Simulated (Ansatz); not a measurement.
A nudged elastic band was laid between two geometries of AlH6N (8 atoms, charge 0, multiplicity 1).

Theory: Ansatz, RKS B3LYP-D4/cc-pVDZ.

```
movable images  : 5
climbing image  : yes
spring          : 5.0 eV/Å²
optimiser       : quadratic models (default)
start path      : straight line
force threshold : 0.05 eV/Å
iteration limit : 60
end points      : relaxed
```

Image 0:

```xyz
8
Properties=species:S:1:pos:R:3
Al 0.022 -0.021 0.158
H 0.100 0.814 1.526
H 1.347 -0.092 -0.746
H -1.396 -0.092 -0.591
N 0.068 -1.972 0.960
H -0.191 -2.679 0.265
H 0.998 -2.224 1.306
H -0.579 -2.080 1.746
```

Image 6:

```xyz
8
Properties=species:S:1:pos:R:3
Al 0.153 -1.050 -0.990
H -0.325 0.275 3.315
H 1.548 -0.564 -1.566
H -1.239 -0.907 -1.735
N 0.148 -1.806 0.636
H -0.670 -2.194 1.100
H 0.975 -1.988 1.199
H -0.222 -0.111 2.664
```

Which bonds break or form, and what moves?

Bonds broken: Al1–H2, N5–H8. Bonds formed: H2–H8. AlH6N becomes AlH4N + H2.

Give the energies along the band, and the barrier.

It converged. The highest image is number 2 of 0 to 6, 1.42 eV above the first end and 0.84 eV above the last; the last end lies 0.58 eV above the first. Neighbouring images differ by up to 1.4 eV, so the band resolves the path poorly. Another band between the same ends (5 images) ends at a top of the same energy, where a vibrational analysis finds 1 clearly imaginary mode. The orbitals stay closed-shell, which can raise the energy where a bond breaks towards radicals; this wasn't checked here.

| image | path coordinate (Å) | energy (eV) | Al1–H2 (Å) | N5–H8 (Å) | H2–H8 (Å) |
| --- | --- | --- | --- | --- | --- |
| 0 | 0.00 | 0.00 | 1.61 | 1.02 | 2.98 |
| 1 | 1.15 | 0.07 | 1.61 | 1.02 | 2.43 |
| 2 | 2.31 | 1.42 | 1.85 | 1.43 | 1.00 |
| 3 | 3.24 | 0.69 | 2.54 | 2.39 | 0.77 |
| 4 | 4.18 | 0.61 | 3.43 | 2.84 | 0.76 |
| 5 | 5.12 | 0.59 | 4.02 | 2.72 | 0.76 |
| 6 | 6.05 | 0.58 | 4.53 | 2.67 | 0.76 |

What is the geometry of the highest image?


```xyz
8
Properties=species:S:1:pos:R:3
Al 0.015 -0.395 -0.116
H -0.230 0.150 1.629
H 1.408 0.192 -0.598
H -1.371 -0.197 -0.860
N 0.155 -2.030 0.914
H -0.569 -2.750 0.913
H 1.059 -2.474 1.081
H -0.098 -0.842 1.659
```

Time of the run: 2.1 min on 1 thread of Arm Neoverse V1, on a shared host, peak memory 0.11 GiB.
